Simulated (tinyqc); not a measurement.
UHF in the sto-3g basis, for H2O+, spin multiplicity 2, step by step (part 1 of 3). Computed by tinyqc, a small Python program that keeps every step (integrals from PySCF). Settings: charge = 1, multiplicity = 2, basis = sto-3g, energy threshold = 1e-10, iteration cap = 86, orthogonalisation = canonical, start = core, DIIS depth = 8, method = UHF. Command: `OMP_NUM_THREADS=1 python tinyqc.py 24738 24739 out.jsonl` (the two numbers bound the seeds that draw the settings). One thread of a shared host (Intel(R) Xeon(R) Processor @ 2.60GHz), about 0.1 s of CPU time with the checks. Later iterations appear only in the table of the cycle.

## One-electron integrals

Geometry (angstrom):

| atom | x | y | z |
|---|---|---|---|
| O | 0.000000 | 0.000000 | 0.000000 |
| H | 0.000000 | 0.788000 | 0.764000 |
| H | 0.000000 | -0.808000 | 0.783000 |

Basis sto-3g: exponents (1/bohr^2) and contraction coefficients of normalised primitives:

| element | l (shell) | exponent | coefficient |
|---|---|---|---|
| O | s (1) | 130.709320 | 0.154329 |
| O | s (1) | 23.808861 | 0.535328 |
| O | s (1) | 6.443608 | 0.444635 |
| O | s (2) | 5.033151 | -0.099967 |
| O | s (2) | 1.169596 | 0.399513 |
| O | s (2) | 0.380389 | 0.700115 |
| O | p (3) | 5.033151 | 0.155916 |
| O | p (3) | 1.169596 | 0.607684 |
| O | p (3) | 0.380389 | 0.391957 |
| H | s (1) | 3.425251 | 0.154329 |
| H | s (1) | 0.623914 | 0.535328 |
| H | s (1) | 0.168855 | 0.444635 |

Overlap, kinetic and nuclear-attraction integrals over the contracted functions; the nuclear repulsion is the sum of Za Zb / Rab.

nuclear repulsion = 7.95120564 hartree

overlap S:
```
           1O 1s     1O 2s    1O 2px     1O 2py    1O 2pz     2H 1s      3H 1s
1O 1s   1.000000  0.236704  0.000000   0.000000  0.000000  0.038629   0.036177
1O 2s   0.236704  1.000000  0.000000   0.000000  0.000000  0.387563   0.371652
1O 2px  0.000000  0.000000  1.000000   0.000000  0.000000  0.000000   0.000000
1O 2py  0.000000  0.000000  0.000000   1.000000  0.000000  0.245244  -0.237704
1O 2pz  0.000000  0.000000  0.000000   0.000000  1.000000  0.237775   0.230350
2H 1s   0.038629  0.387563  0.000000   0.245244  0.237775  1.000000   0.223356
3H 1s   0.036177  0.371652  0.000000  -0.237704  0.230350  0.223356   1.000000
```

kinetic energy T (hartree):
```
            1O 1s      1O 2s    1O 2px     1O 2py    1O 2pz      2H 1s      3H 1s
1O 1s   29.003200  -0.168011  0.000000   0.000000  0.000000  -0.008376  -0.008735
1O 2s   -0.168011   0.808128  0.000000   0.000000  0.000000   0.071343   0.062313
1O 2px   0.000000   0.000000  2.528731   0.000000  0.000000   0.000000   0.000000
1O 2py   0.000000   0.000000  0.000000   2.528731  0.000000   0.135059  -0.123584
1O 2pz   0.000000   0.000000  0.000000   0.000000  2.528731   0.130945   0.119761
2H 1s   -0.008376   0.071343  0.000000   0.135059  0.130945   0.760032   0.002672
3H 1s   -0.008735   0.062313  0.000000  -0.123584  0.119761   0.002672   0.760032
```

nuclear attraction V (hartree):
```
             1O 1s      1O 2s     1O 2px     1O 2py     1O 2pz      2H 1s      3H 1s
1O 1s   -61.570913  -7.408530   0.000000  -0.000409  -0.016037  -1.238699  -1.159295
1O 2s    -7.408530  -9.999786   0.000000  -0.004517  -0.196370  -2.997263  -2.851279
1O 2px    0.000000   0.000000  -9.868100   0.000000   0.000000   0.000000   0.000000
1O 2py   -0.000409  -0.004517   0.000000  -9.958518  -0.002734  -1.667020   1.597286
1O 2pz   -0.016037  -0.196370   0.000000  -0.002734  -9.953053  -1.676476  -1.607327
2H 1s    -1.238699  -2.997263   0.000000  -1.667020  -1.676476  -5.333653  -1.274946
3H 1s    -1.159295  -2.851279   0.000000   1.597286  -1.607327  -1.274946  -5.249200
```

core Hamiltonian H = T + V (hartree):
```
             1O 1s      1O 2s     1O 2px     1O 2py     1O 2pz      2H 1s      3H 1s
1O 1s   -32.567713  -7.576541   0.000000  -0.000409  -0.016037  -1.247075  -1.168030
1O 2s    -7.576541  -9.191658   0.000000  -0.004517  -0.196370  -2.925920  -2.788966
1O 2px    0.000000   0.000000  -7.339369   0.000000   0.000000   0.000000   0.000000
1O 2py   -0.000409  -0.004517   0.000000  -7.429787  -0.002734  -1.531961   1.473702
1O 2pz   -0.016037  -0.196370   0.000000  -0.002734  -7.424322  -1.545531  -1.487566
2H 1s    -1.247075  -2.925920   0.000000  -1.531961  -1.545531  -4.573621  -1.272275
3H 1s    -1.168030  -2.788966   0.000000   1.473702  -1.487566  -1.272275  -4.489169
```

## Two-electron integrals

Functions are numbered as in S; the eight-fold symmetry (ij|kl) = (ji|kl) = (kl|ij) leaves the list below.

Two-electron integrals (ij|kl) in chemists' order, unique and non-zero (hartree):
```
(11|11) 4.785065    (21|11) 0.741380    (21|21) 0.136873    (22|11) 1.118947
(22|21) 0.256633    (22|22) 0.817206    (31|31) 0.024477    (32|31) 0.037809
(32|32) 0.180518    (33|11) 1.115814    (33|21) 0.256684    (33|22) 0.817023
(33|33) 0.880159    (41|41) 0.024477    (42|41) 0.037809    (42|42) 0.180518
(43|43) 0.047444    (44|11) 1.115814    (44|21) 0.256684    (44|22) 0.817023
(44|33) 0.785270    (44|44) 0.880159    (51|51) 0.024477    (52|51) 0.037809
(52|52) 0.180518    (53|53) 0.047444    (54|54) 0.047444    (55|11) 1.115814
(55|21) 0.256684    (55|22) 0.817023    (55|33) 0.785270    (55|44) 0.785270
(55|55) 0.880159    (61|11) 0.122500    (61|21) 0.022440    (61|22) 0.041854
(61|33) 0.041772    (61|41) 0.000740    (61|42) 0.001392    (61|44) 0.041902
(61|51) 0.000718    (61|52) 0.001350    (61|54) 0.000126    (61|55) 0.041894
(61|61) 0.003726    (62|11) 0.314727    (62|21) 0.073162    (62|22) 0.259976
(62|33) 0.255430    (62|41) 0.003951    (62|42) 0.030890    (62|44) 0.262328
(62|51) 0.003831    (62|52) 0.029949    (62|54) 0.006688    (62|55) 0.261914
(62|61) 0.012246    (62|62) 0.104633    (63|31) 0.007449    (63|32) 0.044110
(63|43) 0.006324    (63|53) 0.006131    (63|63) 0.014481    (64|11) 0.167836
(64|21) 0.039501    (64|22) 0.149855    (64|33) 0.143144    (64|41) 0.009310
(64|42) 0.060856    (64|44) 0.159562    (64|51) 0.001804    (64|52) 0.016235
(64|54) 0.009787    (64|55) 0.146688    (64|61) 0.006887    (64|62) 0.073291
(64|64) 0.065224    (65|11) 0.162724    (65|21) 0.038298    (65|22) 0.145291
(65|33) 0.138784    (65|41) 0.001804    (65|42) 0.016235    (65|44) 0.142440
(65|51) 0.009199    (65|52) 0.059851    (65|54) 0.009868    (65|55) 0.154482
(65|61) 0.006678    (65|62) 0.071059    (65|64) 0.049198    (65|65) 0.062180
(66|11) 0.471669    (66|21) 0.111413    (66|22) 0.455443    (66|33) 0.437486
(66|41) 0.007419    (66|42) 0.081145    (66|44) 0.464961    (66|51) 0.007193
(66|52) 0.078674    (66|54) 0.026639    (66|55) 0.463313    (66|61) 0.018788
(66|62) 0.236526    (66|64) 0.189052    (66|65) 0.183294    (66|66) 0.774606
(71|11) 0.114665    (71|21) 0.021008    (71|22) 0.039195    (71|33) 0.039118
(71|41) -0.000690   (71|42) -0.001301   (71|44) 0.039240    (71|51) 0.000669
(71|52) 0.001260    (71|54) -0.000118   (71|55) 0.039232    (71|61) 0.003444
(71|62) 0.011164    (71|64) 0.005762    (71|65) 0.006092    (71|66) 0.016997
(71|71) 0.003266    (72|11) 0.299270    (72|21) 0.069588    (72|22) 0.247835
(72|33) 0.243472    (72|41) -0.003757   (72|42) -0.029576   (72|44) 0.250096
(72|51) 0.003640    (72|52) 0.028661    (72|54) -0.006418   (72|55) 0.249692
(72|61) 0.011338    (72|62) 0.082185    (72|64) 0.039615    (72|65) 0.054473
(72|66) 0.153713    (72|71) 0.010908    (72|72) 0.095706    (73|31) 0.007030
(73|32) 0.041831    (73|43) -0.006027   (73|53) 0.005841    (73|63) 0.010994
(73|73) 0.013134    (74|11) -0.160985   (74|21) -0.037895   (74|22) -0.144086
(74|33) -0.137660   (74|41) 0.008812    (74|42) 0.057971    (74|44) -0.153355
(74|51) -0.001727   (74|52) -0.015641   (74|54) 0.009368    (74|55) -0.141078
(74|61) -0.005906   (74|62) -0.040105   (74|64) -0.008739   (74|65) -0.026018
(74|66) -0.067167   (74|71) -0.006183   (74|72) -0.067630   (74|74) 0.060376
(75|11) 0.156004    (75|21) 0.036722    (75|22) 0.139628    (75|33) 0.133401
(75|41) -0.001727   (75|42) -0.015641   (75|44) 0.136928    (75|51) 0.008704
(75|52) 0.056988    (75|54) -0.009445   (75|55) 0.148395    (75|61) 0.006234
(75|62) 0.054777    (75|64) 0.025865    (75|65) 0.046770    (75|66) 0.112241
(75|71) 0.005991    (75|72) 0.065537    (75|74) -0.045781   (75|75) 0.057498
(76|11) 0.124030    (76|21) 0.029156    (76|22) 0.114206    (76|33) 0.111166
(76|41) -0.000011   (76|42) -0.000145   (76|44) 0.112982    (76|51) 0.002267
(76|52) 0.021928    (76|54) -0.000043   (76|55) 0.118343    (76|61) 0.004846
(76|62) 0.047444    (76|64) 0.028666    (76|65) 0.036242    (76|66) 0.116564
(76|71) 0.004539    (76|72) 0.045602    (76|74) -0.027952   (76|75) 0.035082
(76|76) 0.027734    (77|11) 0.461160    (77|21) 0.108954    (77|22) 0.446690
(77|33) 0.429268    (77|41) -0.007145   (77|42) -0.078977   (77|44) 0.455937
(77|51) 0.006924    (77|52) 0.076534    (77|54) -0.025844   (77|55) 0.454312
(77|61) 0.017749    (77|62) 0.158126    (77|64) 0.068352    (77|65) 0.114697
(77|66) 0.326804    (77|71) 0.017197    (77|72) 0.224241    (77|74) -0.180829
(77|75) 0.175234    (77|76) 0.116564    (77|77) 0.774606
```

## Orthogonalisation

S = U s U^T; canonical form X = U s^(-1/2), so that X^T S X = 1. Each column of U has its largest component positive (the first on a tie).

eigenvalues of S: 0.441628  0.529974  0.877114  1.000000  1.113424  1.247505  1.790354

X:
```
                1          2          3         4          5          6         7
1O 1s   -0.343884   0.042047   0.728535  0.000000   0.624109  -0.003240  0.163043
1O 2s    1.013155  -0.095020  -0.322973  0.000000   0.344295  -0.004620  0.421705
1O 2px   0.000000   0.000000   0.000000  1.000000   0.000000   0.000000  0.000000
1O 2py   0.088774   0.802259  -0.001958  0.000000  -0.003435   0.724769  0.007442
1O 2pz   0.534420  -0.049499   0.666186  0.000000  -0.590818  -0.004518  0.229892
2H 1s   -0.728686  -0.719662  -0.171701  0.000000  -0.141746   0.363282  0.394161
3H 1s   -0.543268   0.843862  -0.178159  0.000000  -0.144603  -0.379847  0.381919
```

## Starting guess

The start is the orbitals of the core Hamiltonian; D(s) = C_occ C_occ^T for each spin.

D(alpha) at the start:
```
            1O 1s      1O 2s    1O 2px     1O 2py     1O 2pz      2H 1s      3H 1s
1O 1s    1.064706  -0.283214  0.000000  -0.000931  -0.020834   0.032928   0.031071
1O 2s   -0.283214   1.237651  0.000000   0.006124   0.120452  -0.142457  -0.134025
1O 2px   0.000000   0.000000  1.000000   0.000000   0.000000   0.000000   0.000000
1O 2py  -0.000931   0.006124  0.000000   1.103556   0.003543  -0.135729   0.130093
1O 2pz  -0.020834   0.120452  0.000000   0.003543   1.079225  -0.109428  -0.104194
2H 1s    0.032928  -0.142457  0.000000  -0.135729  -0.109428   0.041410   0.007589
3H 1s    0.031071  -0.134025  0.000000   0.130093  -0.104194   0.007589   0.037851
```

D(beta) at the start:
```
            1O 1s      1O 2s    1O 2px     1O 2py     1O 2pz      2H 1s      3H 1s
1O 1s    1.064706  -0.283214  0.000000  -0.000931  -0.020834   0.032928   0.031071
1O 2s   -0.283214   1.237651  0.000000   0.006124   0.120452  -0.142457  -0.134025
1O 2px   0.000000   0.000000  0.000000   0.000000   0.000000   0.000000   0.000000
1O 2py  -0.000931   0.006124  0.000000   1.103556   0.003543  -0.135729   0.130093
1O 2pz  -0.020834   0.120452  0.000000   0.003543   1.079225  -0.109428  -0.104194
2H 1s    0.032928  -0.142457  0.000000  -0.135729  -0.109428   0.041410   0.007589
3H 1s    0.031071  -0.134025  0.000000   0.130093  -0.104194   0.007589   0.037851
```

## Iteration 1: building the Fock matrix

J_ij = sum D_kl (ij|kl) with D = D(alpha) + D(beta), K_ij = sum D_kl (ik|jl) for each spin; F = H + J - K(s); E = tr D H + tr D J / 2 - 0.5 sum_s tr D(s) K(s) + E_nn.

Coulomb J (hartree):
```
            1O 1s      1O 2s    1O 2px     1O 2py     1O 2pz     2H 1s      3H 1s
1O 1s   17.563405   3.307842  0.000000   0.000144   0.003876  0.542916   0.508305
1O 2s    3.307842   8.024842  0.000000  -0.000166  -0.002199  2.463239   2.346955
1O 2px   0.000000   0.000000  7.956618   0.000000   0.000000  0.000000   0.000000
1O 2py   0.000144  -0.000166  0.000000   8.047910  -0.000269  1.392828  -1.338950
1O 2pz   0.003876  -0.002199  0.000000  -0.000269   8.046973  1.347913   1.294900
2H 1s    0.542916   2.463239  0.000000   1.392828   1.347913  4.124143   1.048562
3H 1s    0.508305   2.346955  0.000000  -1.338950   1.294900  1.048562   4.043422
```

exchange K(alpha) (hartree):
```
           1O 1s      1O 2s    1O 2px     1O 2py     1O 2pz     2H 1s      3H 1s
1O 1s   4.924877   0.860365  0.000000   0.000029   0.000735  0.149056   0.139742
1O 2s   0.860365   1.435567  0.000000  -0.000028   0.002249  0.382501   0.363513
1O 2px  0.000000   0.000000  1.184351   0.000000   0.000000  0.000000   0.000000
1O 2py  0.000029  -0.000028  0.000000   1.183844  -0.000246  0.161932  -0.155515
1O 2pz  0.000735   0.002249  0.000000  -0.000246   1.182166  0.155916   0.149248
2H 1s   0.149056   0.382501  0.000000   0.161932   0.155916  0.162967   0.099742
3H 1s   0.139742   0.363513  0.000000  -0.155515   0.149248  0.099742   0.148810
```

exchange K(beta) (hartree):
```
           1O 1s      1O 2s    1O 2px     1O 2py     1O 2pz     2H 1s      3H 1s
1O 1s   4.900400   0.822556  0.000000   0.000029   0.000735  0.141607   0.132712
1O 2s   0.822556   1.255049  0.000000  -0.000028   0.002249  0.338390   0.321682
1O 2px  0.000000   0.000000  0.304192   0.000000   0.000000  0.000000   0.000000
1O 2py  0.000029  -0.000028  0.000000   1.136400  -0.000246  0.155608  -0.149488
1O 2pz  0.000735   0.002249  0.000000  -0.000246   1.134722  0.149785   0.143407
2H 1s   0.141607   0.338390  0.000000   0.155608   0.149785  0.148486   0.088748
3H 1s   0.132712   0.321682  0.000000  -0.149488   0.143407  0.088748   0.135676
```

F(alpha) (hartree):
```
             1O 1s      1O 2s     1O 2px     1O 2py     1O 2pz      2H 1s      3H 1s
1O 1s   -19.929185  -5.129064   0.000000  -0.000294  -0.012897  -0.853215  -0.799467
1O 2s    -5.129064  -2.602383   0.000000  -0.004654  -0.200819  -0.845182  -0.805524
1O 2px    0.000000   0.000000  -0.567101   0.000000   0.000000   0.000000   0.000000
1O 2py   -0.000294  -0.004654   0.000000  -0.565721  -0.002757  -0.301065   0.290267
1O 2pz   -0.012897  -0.200819   0.000000  -0.002757  -0.559515  -0.353534  -0.341914
2H 1s    -0.853215  -0.845182   0.000000  -0.301065  -0.353534  -0.612445  -0.323455
3H 1s    -0.799467  -0.805524   0.000000   0.290267  -0.341914  -0.323455  -0.594557
```

F(beta) (hartree):
```
             1O 1s      1O 2s    1O 2px     1O 2py     1O 2pz      2H 1s      3H 1s
1O 1s   -19.904708  -5.091255  0.000000  -0.000294  -0.012897  -0.845766  -0.792437
1O 2s    -5.091255  -2.421865  0.000000  -0.004654  -0.200819  -0.801072  -0.763693
1O 2px    0.000000   0.000000  0.313058   0.000000   0.000000   0.000000   0.000000
1O 2py   -0.000294  -0.004654  0.000000  -0.518277  -0.002757  -0.294741   0.284240
1O 2pz   -0.012897  -0.200819  0.000000  -0.002757  -0.512071  -0.347403  -0.336073
2H 1s    -0.845766  -0.801072  0.000000  -0.294741  -0.347403  -0.597964  -0.312461
3H 1s    -0.792437  -0.763693  0.000000   0.284240  -0.336073  -0.312461  -0.581423
```

total energy of this density = -73.57887894 hartree

## Iteration 1: diagonalisation and new density

Diagonalise F' = X^T F X, C = X C', fill 5 alpha and 4 beta electrons from the bottom; D(s) = C_occ C_occ^T. Each column has its largest component positive (the first on a tie).

F' = X^T F X (alpha) (hartree):
```
           1          2          3          4           5          6          7
1  -0.695663   0.108865   1.962933   0.000000    1.788693  -0.008860   0.344391
2   0.108865   0.020665  -0.284024   0.000000   -0.275637  -0.005843  -0.074409
3   1.962933  -0.284024  -8.269964   0.000000   -8.564993   0.049671  -3.566941
4   0.000000   0.000000   0.000000  -0.567101    0.000000   0.000000   0.000000
5   1.788693  -0.275637  -8.564993   0.000000  -10.077158   0.056801  -4.131520
6  -0.008860  -0.005843   0.049671   0.000000    0.056801  -0.693221   0.022627
7   0.344391  -0.074409  -3.566941   0.000000   -4.131520   0.022627  -2.920587
```

orbital energies (alpha) (hartree): MO1 -19.939705, MO2 -1.424131, MO3 -0.693024, MO4 -0.582570, MO5 -0.567101, MO6 -0.035356, MO7 0.038856

coefficients C (alpha):
```
              MO1        MO2        MO3        MO4       MO5        MO6        MO7
1O 1s    0.993604  -0.244951   0.003343   0.107215  0.000000   0.088306   0.018373
1O 2s    0.027434   0.915843  -0.016880  -0.507581  0.000000  -0.568784  -0.123523
1O 2px   0.000000   0.000000   0.000000   0.000000  1.000000   0.000000   0.000000
1O 2py   0.000127   0.005256   0.732764  -0.008431  0.000000   0.142415  -0.787107
1O 2pz   0.003204   0.212125   0.008132   0.759925  0.000000  -0.702156  -0.134953
2H 1s   -0.005211   0.094160   0.363846   0.273976  0.000000   0.573774   0.916651
3H 1s   -0.004918   0.088581  -0.363537   0.284921  0.000000   0.847015  -0.641402
```

F' = X^T F X (beta) (hartree):
```
           1          2          3         4           5          6          7
1  -0.612844   0.102172   1.942679  0.000000    1.822565  -0.007166   0.422427
2   0.102172   0.040046  -0.281827  0.000000   -0.279180   0.016877  -0.082258
3   1.942679  -0.281827  -8.230134  0.000000   -8.593701   0.049634  -3.585912
4   0.000000   0.000000   0.000000  0.313058    0.000000   0.000000   0.000000
5   1.822565  -0.279180  -8.593701  0.000000  -10.021432   0.056413  -4.093620
6  -0.007166   0.016877   0.049634  0.000000    0.056413  -0.660874   0.022481
7   0.422427  -0.082258  -3.585912  0.000000   -4.093620   0.022481  -2.840538
```

orbital energies (beta) (hartree): MO1 -19.913588, MO2 -1.275904, MO3 -0.660915, MO4 -0.523893, MO5 -0.009598, MO6 0.058122, MO7 0.313058

coefficients C (beta):
```
              MO1        MO2        MO3        MO4        MO5        MO6       MO7
1O 1s    0.994170  -0.232648   0.002960   0.122753   0.094076   0.021593  0.000000
1O 2s    0.025109   0.861438  -0.014764  -0.570234  -0.590178  -0.140776  0.000000
1O 2px   0.000000   0.000000   0.000000   0.000000   0.000000   0.000000  1.000000
1O 2py   0.000118   0.006034   0.707133  -0.002836   0.164203  -0.806113  0.000000
1O 2pz   0.002996   0.237582   0.003170   0.739696  -0.712165  -0.151660  0.000000
2H 1s   -0.004793   0.136734   0.385739   0.273881   0.551602   0.915979  0.000000
3H 1s   -0.004523   0.129099  -0.391335   0.281594   0.851632  -0.612893  0.000000
```

D(alpha) after iteration 1:
```
            1O 1s      1O 2s    1O 2px     1O 2py     1O 2pz      2H 1s      3H 1s
1O 1s    1.058757  -0.251555  0.000000   0.000385   0.032726   0.002348   0.002748
1O 2s   -0.251555   1.097445  0.000000  -0.003273  -0.191499  -0.059114  -0.057493
1O 2px   0.000000   0.000000  1.000000   0.000000   0.000000   0.000000   0.000000
1O 2py   0.000385  -0.003273  0.000000   0.537042   0.000668   0.264798  -0.268324
1O 2pz   0.032726  -0.191499  0.000000   0.000668   0.622559   0.231117   0.232337
2H 1s    0.002348  -0.059114  0.000000   0.264798   0.231117   0.216340  -0.045844
3H 1s    0.002748  -0.057493  0.000000  -0.268324   0.232337  -0.045844   0.221210
```

D(beta) after iteration 1:
```
            1O 1s      1O 2s    1O 2px     1O 2py     1O 2pz      2H 1s      3H 1s
1O 1s    1.057576  -0.245490  0.000000   0.000458   0.038514  -0.001814  -0.001124
1O 2s   -0.245490   1.068090  0.000000  -0.003622  -0.217109  -0.044204  -0.043699
1O 2px   0.000000   0.000000  0.000000   0.000000   0.000000   0.000000   0.000000
1O 2py   0.000458  -0.003622  0.000000   0.500082   0.001578   0.272816  -0.276746
1O 2pz   0.038514  -0.217109  0.000000   0.001578   0.603614   0.236283   0.237711
2H 1s   -0.001814  -0.044204  0.000000   0.272816   0.236283   0.242524  -0.056156
3H 1s   -0.001124  -0.043699  0.000000  -0.276746   0.237711  -0.056156   0.249125
```
